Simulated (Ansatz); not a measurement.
Zinc-blende HgS (metastable phase), treated with PBEsol+SOC in Ansatz (plane waves, PAW).

Settings: plane-wave cutoff 520 eV, 10×10×10 k mesh, Fermi–Dirac smearing 0.01 eV, PAW data made under PBE.

The cell has the measured lattice: a = b = c = 5.8410 Å, α = β = γ = 90.00°.

### Question
What does this level give for the band gap and smallest direct gap on the k points sampled?

### Answer

* **band gap**: 0.04 eV (indirect)
* **smallest direct gap on the k points sampled**: 0.11 eV

Note: cell and atoms aren't relaxed at this level (pressure 0.4 GPa).

Ansatz is a quantum-chemistry and plane-wave program.
